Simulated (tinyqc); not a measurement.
Worked calculation (part 3 of 3): UHF in the sto-3g basis, for NH3+, spin multiplicity 2. Computed by tinyqc, a small Python program that keeps every step (integrals from PySCF). Command: `OMP_NUM_THREADS=1 python tinyqc.py 21689 21690 out.jsonl` (the two numbers bound the seeds that draw the settings). One thread of a shared host (Intel(R) Xeon(R) Processor @ 2.60GHz), about 0.2 s of CPU time with the checks.

Geometry (angstrom):
```
atom          x          y         z
N      0.000000   0.000000  0.311000
H      0.971000   0.000000  0.000000
H     -0.486000   0.841000  0.000000
H     -0.486000  -0.841000  0.000000
```

## Iteration 2: diagonalisation and new density

F(alpha) (hartree), order 1N 1s, 1N 2s, 1N 2px, 1N 2py, 1N 2pz, 2H 1s, 3H 1s, 4H 1s:
```
[[-14.969048, -3.855870, -0.000001, 0.000000, -0.002716, -0.956547, -0.955851, -0.955851],
 [-3.855870, -2.144670, 0.000012, 0.000000, 0.058760, -0.925951, -0.925531, -0.925531],
 [-0.000001, 0.000012, -0.584831, 0.000000, 0.000009, -0.461666, 0.230985, 0.230985],
 [0.000000, 0.000000, 0.000000, -0.584588, 0.000000, 0.000000, -0.399663, 0.399663],
 [-0.002716, 0.058760, 0.000009, 0.000000, -0.551875, 0.170001, 0.169925, 0.169925],
 [-0.956547, -0.925951, -0.461666, 0.000000, 0.170001, -0.639988, -0.334109, -0.334109],
 [-0.955851, -0.925531, 0.230985, -0.399663, 0.169925, -0.334109, -0.639742, -0.334147],
 [-0.955851, -0.925531, 0.230985, 0.399663, 0.169925, -0.334109, -0.334147, -0.639742]]
```

F(beta) (hartree), order 1N 1s, 1N 2s, 1N 2px, 1N 2py, 1N 2pz, 2H 1s, 3H 1s, 4H 1s:
```
[[-14.943802, -3.826520, 0.000000, 0.000000, 0.003628, -0.948584, -0.947894, -0.947894],
 [-3.826520, -1.933459, 0.000032, 0.000000, 0.309239, -0.876319, -0.875931, -0.875931],
 [0.000000, 0.000032, -0.526116, 0.000000, 0.000061, -0.451955, 0.226133, 0.226133],
 [0.000000, 0.000000, 0.000000, -0.525867, 0.000000, 0.000000, -0.391262, 0.391262],
 [0.003628, 0.309239, 0.000061, 0.000000, 0.145795, 0.196897, 0.196792, 0.196792],
 [-0.948584, -0.876319, -0.451955, 0.000000, 0.196897, -0.625255, -0.320037, -0.320037],
 [-0.947894, -0.875931, 0.226133, -0.391262, 0.196792, -0.320037, -0.625031, -0.320081],
 [-0.947894, -0.875931, 0.226133, 0.391262, 0.196792, -0.320037, -0.320081, -0.625031]]
```

X, order 1N 1s, 1N 2s, 1N 2px, 1N 2py, 1N 2pz, 2H 1s, 3H 1s, 4H 1s:
```
[[1.025212, -0.155606, 0.000001, 0.000000, 0.008986, 0.023022, 0.023017, 0.023017],
 [-0.155606, 1.403672, 0.000037, 0.000000, -0.101873, -0.320498, -0.320248, -0.320248],
 [0.000001, 0.000037, 1.154293, 0.000000, -0.000015, -0.311871, 0.155955, 0.155955],
 [0.000000, 0.000000, 0.000000, 1.154069, 0.000000, 0.000000, -0.269881, 0.269881],
 [0.008986, -0.101873, -0.000015, 0.000000, 1.027165, 0.085735, 0.085652, 0.085652],
 [0.023022, -0.320498, -0.311871, 0.000000, 0.085735, 1.249490, -0.052045, -0.052045],
 [0.023017, -0.320248, 0.155955, -0.269881, 0.085652, -0.052045, 1.249244, -0.052044],
 [0.023017, -0.320248, 0.155955, 0.269881, 0.085652, -0.052045, -0.052044, 1.249244]]
```

D(alpha) after iteration 1, order 1N 1s, 1N 2s, 1N 2px, 1N 2py, 1N 2pz, 2H 1s, 3H 1s, 4H 1s:
```
[[1.063406, -0.290125, -0.000003, 0.000000, 0.005017, 0.024223, 0.024216, 0.024216],
 [-0.290125, 1.346405, 0.000035, 0.000000, -0.042614, -0.132417, -0.132363, -0.132363],
 [-0.000003, 0.000035, 1.015007, 0.000000, -0.000026, -0.098041, 0.049009, 0.049009],
 [0.000000, 0.000000, 0.000000, 1.014742, 0.000000, 0.000000, -0.084731, 0.084731],
 [0.005017, -0.042614, -0.000026, 0.000000, 0.996035, 0.019826, 0.019794, 0.019794],
 [0.024223, -0.132417, -0.098041, 0.000000, 0.019826, 0.119583, -0.014110, -0.014110],
 [0.024216, -0.132363, 0.049009, -0.084731, 0.019794, -0.014110, 0.119569, -0.014084],
 [0.024216, -0.132363, 0.049009, 0.084731, 0.019794, -0.014110, -0.014084, 0.119569]]
```

D(beta) after iteration 1, order 1N 1s, 1N 2s, 1N 2px, 1N 2py, 1N 2pz, 2H 1s, 3H 1s, 4H 1s:
```
[[1.056137, -0.257216, 0.000002, 0.000000, 0.079770, 0.020983, 0.020978, 0.020978],
 [-0.257216, 1.198074, 0.000011, 0.000000, -0.373583, -0.118569, -0.118519, -0.118519],
 [0.000002, 0.000011, 1.003273, 0.000000, -0.000093, -0.096082, 0.048029, 0.048029],
 [0.000000, 0.000000, 0.000000, 1.003005, 0.000000, 0.000000, -0.083034, 0.083034],
 [0.079770, -0.373583, -0.000093, 0.000000, 0.116789, 0.039164, 0.039134, 0.039134],
 [0.020983, -0.118569, -0.096082, 0.000000, 0.039164, 0.126149, -0.019100, -0.019100],
 [0.020978, -0.118519, 0.048029, -0.083034, 0.039134, -0.019100, 0.126140, -0.019076],
 [0.020978, -0.118519, 0.048029, 0.083034, 0.039134, -0.019100, -0.019076, 0.126140]]
```

overlap S, order 1N 1s, 1N 2s, 1N 2px, 1N 2py, 1N 2pz, 2H 1s, 3H 1s, 4H 1s:
```
[[1.000000, 0.235038, 0.000000, 0.000000, 0.000000, 0.057376, 0.057334, 0.057334],
 [0.235038, 1.000000, 0.000000, 0.000000, 0.000000, 0.490182, 0.489989, 0.489989],
 [0.000000, 0.000000, 1.000000, 0.000000, 0.000000, 0.416258, -0.208228, -0.208228],
 [0.000000, 0.000000, 0.000000, 1.000000, 0.000000, 0.000000, 0.360329, -0.360329],
 [0.000000, 0.000000, 0.000000, 0.000000, 1.000000, -0.133323, -0.133249, -0.133249],
 [0.057376, 0.490182, 0.416258, 0.000000, -0.133323, 1.000000, 0.196470, 0.196470],
 [0.057334, 0.489989, -0.208228, 0.360329, -0.133249, 0.196470, 1.000000, 0.196558],
 [0.057334, 0.489989, -0.208228, -0.360329, -0.133249, 0.196470, 0.196558, 1.000000]]
```

Diagonalise F' = X^T F X, C = X C', fill 5 alpha and 4 beta electrons from the bottom; D(s) = C_occ C_occ^T; the new density keeps 0.7 of the old one (damping). Each column has its largest component positive (the first on a tie).

F' = X^T F X (alpha) (hartree):
```
[[-14.672651, -2.032940, 0.000017, 0.000000, 0.014502, -0.152176, -0.151951, -0.151951],
 [-2.032940, -1.084324, 0.000043, 0.000000, -0.081245, -0.420624, -0.420319, -0.420319],
 [0.000017, 0.000043, -0.325129, 0.000000, -0.000006, -0.426350, 0.213245, 0.213245],
 [0.000000, 0.000000, 0.000000, -0.325197, 0.000000, 0.000000, -0.369025, 0.369025],
 [0.014502, -0.081245, -0.000006, 0.000000, -0.506025, 0.122668, 0.122573, 0.122573],
 [-0.152176, -0.420624, -0.426350, 0.000000, 0.122668, -0.115445, -0.074491, -0.074491],
 [-0.151951, -0.420319, 0.213245, -0.369025, 0.122573, -0.074491, -0.115653, -0.074450],
 [-0.151951, -0.420319, 0.213245, 0.369025, 0.122573, -0.074491, -0.074450, -0.115653]]
```

orbital energies (alpha) (hartree): [-14.979408, -1.256824, -0.724274, -0.724053, -0.565468, 0.274161, 0.357654, 0.358136]

coefficients C (alpha), order 1N 1s, 1N 2s, 1N 2px, 1N 2py, 1N 2pz, 2H 1s, 3H 1s, 4H 1s:
```
[[0.992176, -0.240175, -0.000024, 0.000000, -0.058691, -0.177203, 0.000000, 0.000305],
 [0.037264, 0.842738, 0.000072, 0.000000, 0.307567, 1.227405, 0.000000, -0.002286],
 [0.000000, -0.000028, 0.685139, 0.000000, -0.000003, -0.001759, 0.000000, -1.004431],
 [0.000000, 0.000000, 0.000000, 0.685177, 0.000000, 0.000000, 1.004031, 0.000000],
 [-0.002838, -0.072322, -0.000026, 0.000000, 0.935709, -0.454707, 0.000000, 0.000837],
 [-0.007567, 0.110508, 0.397423, 0.000000, -0.109098, -0.722079, 0.000000, 1.034887],
 [-0.007563, 0.110464, -0.198815, 0.344316, -0.109061, -0.724272, -0.894962, -0.515605],
 [-0.007563, 0.110464, -0.198815, -0.344316, -0.109061, -0.724272, 0.894962, -0.515605]]
```

F' = X^T F X (beta) (hartree):
```
[[-14.650731, -2.031402, 0.000016, 0.000000, -0.010176, -0.152777, -0.152552, -0.152552],
 [-2.031402, -0.857585, 0.000062, 0.000000, 0.170675, -0.408798, -0.408506, -0.408506],
 [0.000016, 0.000062, -0.257287, 0.000000, 0.000044, -0.431750, 0.215948, 0.215948],
 [0.000000, 0.000000, 0.000000, -0.257360, 0.000000, 0.000000, -0.373701, 0.373701],
 [-0.010176, 0.170675, 0.000044, 0.000000, 0.192475, 0.133047, 0.132935, 0.132935],
 [-0.152777, -0.408798, -0.431750, 0.000000, 0.133047, -0.116192, -0.073092, -0.073092],
 [-0.152552, -0.408506, 0.215948, -0.373701, 0.132935, -0.073092, -0.116408, -0.073050],
 [-0.152552, -0.408506, 0.215948, 0.373701, 0.132935, -0.073092, -0.073050, -0.116408]]
```

orbital energies (beta) (hartree): [-14.952685, -1.146792, -0.689795, -0.689575, 0.186900, 0.334244, 0.388857, 0.389349]

coefficients C (beta), order 1N 1s, 1N 2s, 1N 2px, 1N 2py, 1N 2pz, 2H 1s, 3H 1s, 4H 1s:
```
[[0.992826, -0.222059, -0.000026, 0.000000, -0.158608, -0.129512, 0.000000, -0.000338],
 [0.034362, 0.751915, 0.000072, 0.000000, 0.901956, 0.965730, 0.000000, 0.002566],
 [0.000000, -0.000041, 0.651702, 0.000000, -0.000429, -0.002176, 0.000000, 1.026440],
 [0.000000, 0.000000, 0.000000, 0.651732, 0.000000, 0.000000, 1.026056, 0.000000],
 [-0.003458, -0.194249, -0.000077, 0.000000, 0.646107, -0.795204, 0.000000, -0.001433],
 [-0.007053, 0.146795, 0.431237, 0.000000, -0.378201, -0.616892, 0.000000, -1.021445],
 [-0.007049, 0.146747, -0.215719, 0.373609, -0.378659, -0.619634, -0.883135, 0.508578],
 [-0.007049, 0.146747, -0.215719, -0.373609, -0.378659, -0.619634, 0.883135, 0.508578]]
```

D(alpha) after iteration 2, order 1N 1s, 1N 2s, 1N 2px, 1N 2py, 1N 2pz, 2H 1s, 3H 1s, 4H 1s:
```
[[1.058047, -0.258133, -0.000005, 0.000000, -0.008597, 0.008659, 0.008663, 0.008663],
 [-0.258133, 1.184342, 0.000032, 0.000000, 0.038191, -0.074895, -0.074878, -0.074878],
 [-0.000005, 0.000032, 0.851330, 0.000000, -0.000024, 0.013057, -0.006559, -0.006559],
 [0.000000, 0.000000, 0.000000, 0.851159, 0.000000, 0.000000, 0.011464, -0.011464],
 [-0.008597, 0.038191, -0.000024, 0.000000, 0.961461, -0.019141, -0.019148, -0.019148],
 [0.008659, -0.074895, 0.013057, 0.000000, -0.019141, 0.138343, -0.026333, -0.026333],
 [0.008663, -0.074878, -0.006559, 0.011464, -0.019148, -0.026333, 0.138369, -0.026320],
 [0.008663, -0.074878, -0.006559, -0.011464, -0.019148, -0.026333, -0.026320, 0.138369]]
```

D(beta) after iteration 2, order 1N 1s, 1N 2s, 1N 2px, 1N 2py, 1N 2pz, 2H 1s, 3H 1s, 4H 1s:
```
[[1.049800, -0.219908, -0.000001, 0.000000, 0.067749, 0.002805, 0.002811, 0.002811],
 [-0.219908, 1.008619, 0.000012, 0.000000, -0.305361, -0.049949, -0.049938, -0.049938],
 [-0.000001, 0.000012, 0.829706, 0.000000, -0.000078, 0.017052, -0.008557, -0.008557],
 [0.000000, 0.000000, 0.000000, 0.829530, 0.000000, 0.000000, 0.014924, -0.014924],
 [0.067749, -0.305361, -0.000078, 0.000000, 0.093076, 0.018858, 0.018855, 0.018855],
 [0.002805, -0.049949, 0.017052, 0.000000, 0.018858, 0.150574, -0.034801, -0.034801],
 [0.002811, -0.049938, -0.008557, 0.014924, 0.018855, -0.034801, 0.150609, -0.034793],
 [0.002811, -0.049938, -0.008557, -0.014924, 0.018855, -0.034801, -0.034793, 0.150609]]
```

## Iteration 69 (converged): orbitals

converged F(alpha) (hartree), order 1N 1s, 1N 2s, 1N 2px, 1N 2py, 1N 2pz, 2H 1s, 3H 1s, 4H 1s:
```
[[-15.932891, -4.048772, 0.000000, 0.000000, 0.004879, -1.002822, -1.002093, -1.002093],
 [-4.048772, -2.517755, -0.000007, 0.000000, 0.042011, -1.108328, -1.107822, -1.107822],
 [0.000000, -0.000007, -0.920232, 0.000000, 0.000013, -0.630189, 0.315264, 0.315264],
 [0.000000, 0.000000, 0.000000, -0.920007, 0.000000, 0.000000, -0.545558, 0.545558],
 [0.004879, 0.042011, 0.000013, 0.000000, -0.953614, 0.222294, 0.222179, 0.222179],
 [-1.002822, -1.108328, -0.630189, 0.000000, 0.222294, -0.875351, -0.392789, -0.392789],
 [-1.002093, -1.107822, 0.315264, -0.545558, 0.222179, -0.392789, -0.874950, -0.392848],
 [-1.002093, -1.107822, 0.315264, 0.545558, 0.222179, -0.392789, -0.392848, -0.874950]]
```

converged F(beta) (hartree), order 1N 1s, 1N 2s, 1N 2px, 1N 2py, 1N 2pz, 2H 1s, 3H 1s, 4H 1s:
```
[[-15.902768, -4.016498, 0.000000, 0.000000, 0.005759, -0.993479, -0.992756, -0.992756],
 [-4.016498, -2.305398, -0.000006, 0.000000, 0.228737, -1.065439, -1.064965, -1.064965],
 [0.000000, -0.000006, -0.835634, 0.000000, 0.000039, -0.625453, 0.312899, 0.312899],
 [0.000000, 0.000000, 0.000000, -0.835369, 0.000000, 0.000000, -0.541467, 0.541467],
 [0.005759, 0.228737, 0.000039, 0.000000, -0.225659, 0.208267, 0.208152, 0.208152],
 [-0.993479, -1.065439, -0.625453, 0.000000, 0.208267, -0.884199, -0.378395, -0.378395],
 [-0.992756, -1.064965, 0.312899, -0.541467, 0.208152, -0.378395, -0.883857, -0.378461],
 [-0.992756, -1.064965, 0.312899, 0.541467, 0.208152, -0.378395, -0.378461, -0.883857]]
```

Diagonalise F' = X^T F X, C = X C', fill 5 alpha and 4 beta electrons from the bottom; D(s) = C_occ C_occ^T. Each column has its largest component positive (the first on a tie).

F' = X^T F X (alpha) (hartree):
```
[[-15.636166, -2.072760, 0.000021, 0.000000, 0.025206, -0.155156, -0.154924, -0.154924],
 [-2.072760, -1.377906, 0.000029, 0.000000, -0.120850, -0.485425, -0.485112, -0.485112],
 [0.000021, 0.000029, -0.615766, 0.000000, -0.000007, -0.511673, 0.255918, 0.255918],
 [0.000000, 0.000000, 0.000000, -0.615883, 0.000000, 0.000000, -0.442921, 0.442921],
 [0.025206, -0.120850, -0.000007, 0.000000, -0.900670, 0.145367, 0.145254, 0.145254],
 [-0.155156, -0.485425, -0.511673, 0.000000, 0.145367, -0.261295, -0.077402, -0.077402],
 [-0.154924, -0.485112, 0.255918, -0.442921, 0.145254, -0.077402, -0.261369, -0.077367],
 [-0.154924, -0.485112, 0.255918, 0.442921, 0.145254, -0.077402, -0.077367, -0.261369]]
```

orbital energies (alpha) (hartree): [-15.940928, -1.609465, -1.062726, -1.062505, -0.969512, 0.189039, 0.262619, 0.263054]

coefficients C (alpha), order 1N 1s, 1N 2s, 1N 2px, 1N 2py, 1N 2pz, 2H 1s, 3H 1s, 4H 1s:
```
[[0.993309, -0.240436, 0.000001, 0.000000, -0.047532, -0.173814, 0.000000, 0.000240],
 [0.032036, 0.864447, -0.000045, 0.000000, 0.255536, 1.224388, 0.000000, -0.001866],
 [0.000000, 0.000003, 0.718001, 0.000000, 0.000101, -0.001359, 0.000000, -0.981209],
 [0.000000, 0.000000, 0.000000, 0.718091, 0.000000, 0.000000, 0.980761, 0.000000],
 [-0.002872, -0.057084, -0.000117, 0.000000, 0.949105, -0.428348, 0.000000, 0.000666],
 [-0.006460, 0.099181, 0.363037, 0.000000, -0.091714, -0.726445, 0.000000, 1.047234],
 [-0.006456, 0.099110, -0.181567, 0.314452, -0.091723, -0.728165, -0.905887, -0.522141],
 [-0.006456, 0.099110, -0.181567, -0.314452, -0.091723, -0.728165, 0.905887, -0.522141]]
```

F' = X^T F X (beta) (hartree):
```
[[-15.609692, -2.071123, 0.000021, 0.000000, 0.002606, -0.154274, -0.154042, -0.154042],
 [-2.071123, -1.128167, 0.000026, 0.000000, 0.076288, -0.480447, -0.480145, -0.480145],
 [0.000021, 0.000026, -0.511556, 0.000000, 0.000018, -0.524882, 0.262525, 0.262525],
 [0.000000, 0.000000, 0.000000, -0.511645, 0.000000, 0.000000, -0.454363, 0.454363],
 [0.002606, 0.076288, 0.000018, 0.000000, -0.178713, 0.129915, 0.129804, 0.129804],
 [-0.154274, -0.480447, -0.524882, 0.000000, 0.129915, -0.291748, -0.075042, -0.075042],
 [-0.154042, -0.480145, 0.262525, -0.454363, 0.129804, -0.075042, -0.291866, -0.075001],
 [-0.154042, -0.480145, 0.262525, 0.454363, 0.129804, -0.075042, -0.075001, -0.291866]]
```

orbital energies (beta) (hartree): [-15.909453, -1.477388, -1.023742, -1.023509, -0.194250, 0.222636, 0.294998, 0.295455]

coefficients C (beta), order 1N 1s, 1N 2s, 1N 2px, 1N 2py, 1N 2pz, 2H 1s, 3H 1s, 4H 1s:
```
[[0.993961, -0.222499, -0.000007, 0.000000, -0.087835, -0.178224, 0.000000, 0.000256],
 [0.029065, 0.766151, -0.000008, 0.000000, 0.449076, 1.234187, 0.000000, -0.001944],
 [0.000000, 0.000006, 0.664808, 0.000000, 0.000005, -0.001474, 0.000000, -1.018001],
 [0.000000, 0.000000, 0.000000, 0.664869, 0.000000, 0.000000, 1.017593, 0.000000],
 [-0.002948, -0.142930, -0.000036, 0.000000, 0.899946, -0.507156, 0.000000, 0.000773],
 [-0.005906, 0.145977, 0.418137, 0.000000, -0.135227, -0.711618, 0.000000, 1.026468],
 [-0.005903, 0.145894, -0.209149, 0.362224, -0.135205, -0.713367, -0.887865, -0.511726],
 [-0.005903, 0.145894, -0.209149, -0.362224, -0.135205, -0.713367, 0.887865, -0.511726]]
```

D(alpha) after iteration 69, order 1N 1s, 1N 2s, 1N 2px, 1N 2py, 1N 2pz, 2H 1s, 3H 1s, 4H 1s:
```
[[1.046732, -0.188169, -0.000005, 0.000000, -0.034241, -0.025903, -0.025883, -0.025883],
 [-0.188169, 0.813594, -0.000004, 0.000000, 0.193092, 0.062077, 0.062038, 0.062038],
 [-0.000005, -0.000004, 0.515525, 0.000000, 0.000011, 0.260652, -0.130374, -0.130374],
 [0.000000, 0.000000, 0.000000, 0.515654, 0.000000, 0.000000, 0.225805, -0.225805],
 [-0.034241, 0.193092, 0.000011, 0.000000, 0.904066, -0.092732, -0.092673, -0.092673],
 [-0.025903, 0.062077, 0.260652, 0.000000, -0.092732, 0.150086, -0.047632, -0.047632],
 [-0.025883, 0.062038, -0.130374, 0.225805, -0.092673, -0.047632, 0.150124, -0.047636],
 [-0.025883, 0.062038, -0.130374, -0.225805, -0.092673, -0.047632, -0.047636, 0.150124]]
```

D(beta) after iteration 69, order 1N 1s, 1N 2s, 1N 2px, 1N 2py, 1N 2pz, 2H 1s, 3H 1s, 4H 1s:
```
[[1.037464, -0.141579, -0.000006, 0.000000, 0.028871, -0.038353, -0.038327, -0.038327],
 [-0.141579, 0.587832, -0.000001, 0.000000, -0.109592, 0.111666, 0.111606, 0.111606],
 [-0.000006, -0.000001, 0.441970, 0.000000, -0.000025, 0.277982, -0.139043, -0.139043],
 [0.000000, 0.000000, 0.000000, 0.442051, 0.000000, 0.000000, 0.240832, -0.240832],
 [0.028871, -0.109592, -0.000025, 0.000000, 0.020438, -0.020862, -0.020828, -0.020828],
 [-0.038353, 0.111666, 0.277982, 0.000000, -0.020862, 0.196183, -0.066121, -0.066121],
 [-0.038327, 0.111606, -0.139043, 0.240832, -0.020828, -0.066121, 0.196270, -0.066143],
 [-0.038327, 0.111606, -0.139043, -0.240832, -0.020828, -0.066121, -0.066143, 0.196270]]
```

## Convergence

Stop when the energy changes by less than 1e-10 hartree and every element of the error matrix X^T (F D S - S D F) X (for each spin) is below 3e-06.

Course of the cycle:
```
iteration   E (hartree)     change  largest element of the error matrix
1          -53.22808316          -                             3.78e-01
2          -53.77678804  -5.49e-01                             2.86e-01
3          -54.17955850  -4.03e-01                             2.09e-01
4          -54.47124772  -2.92e-01                             1.49e-01
5          -54.68046792  -2.09e-01                             1.06e-01
6          -54.82951949  -1.49e-01                             7.43e-02
7          -54.93519877  -1.06e-01                             5.21e-02
8          -55.00987387  -7.47e-02                             3.65e-02
9          -55.06251505  -5.26e-02                             2.57e-02
10         -55.09956123  -3.70e-02                             1.82e-02
11         -55.12560147  -2.60e-02                             1.32e-02
12         -55.14389019  -1.83e-02                             1.09e-02
13         -55.15672731  -1.28e-02                             9.00e-03
14         -55.16573423  -9.01e-03                             7.43e-03
...                 ...        ...                                  ...
56         -55.18688288  -4.21e-09                             1.30e-05
57         -55.18688288  -3.07e-09                             1.16e-05
58         -55.18688289  -2.25e-09                             1.04e-05
59         -55.18688289  -1.65e-09                             9.27e-06
60         -55.18688289  -1.22e-09                             8.27e-06
61         -55.18688289  -9.01e-10                             7.38e-06
62         -55.18688289  -6.70e-10                             6.59e-06
63         -55.18688289  -5.00e-10                             5.88e-06
64         -55.18688289  -3.75e-10                             5.25e-06
65         -55.18688289  -2.82e-10                             4.68e-06
66         -55.18688289  -2.13e-10                             4.18e-06
67         -55.18688289  -1.62e-10                             3.73e-06
68         -55.18688289  -1.23e-10                             3.33e-06
69         -55.18688289  -9.39e-11                             2.97e-06
```

PySCF UHF in the same basis, after a stability check = -55.18688289 hartree

Converged in 69 iterations.

## Populations, bond orders and dipole

Mulliken: Z minus the diagonal of D S on the atom; Loewdin: the same with S^(1/2) D S^(1/2); Mayer order: 2 sum_s sum (D(s) S)_ij (D(s) S)_ji over the two atoms.

Charges (e):
```
atom   Mulliken   Loewdin  Mulliken spin
1N    -0.132693  0.171791       1.180248
2H     0.377595  0.276044      -0.060057
3H     0.377549  0.276083      -0.060096
4H     0.377549  0.276083      -0.060096
```

Mayer bond orders:
```
pair     order
2-1   0.839809
3-1   0.839852
3-2   0.007003
4-1   0.839852
4-2   0.007003
4-3   0.006989
```

dipole moment about the origin, x y z (debye): [-0.001712, 0.000000, 0.020444]

<S^2> of the determinant (pure state: 0.75) = 0.758265
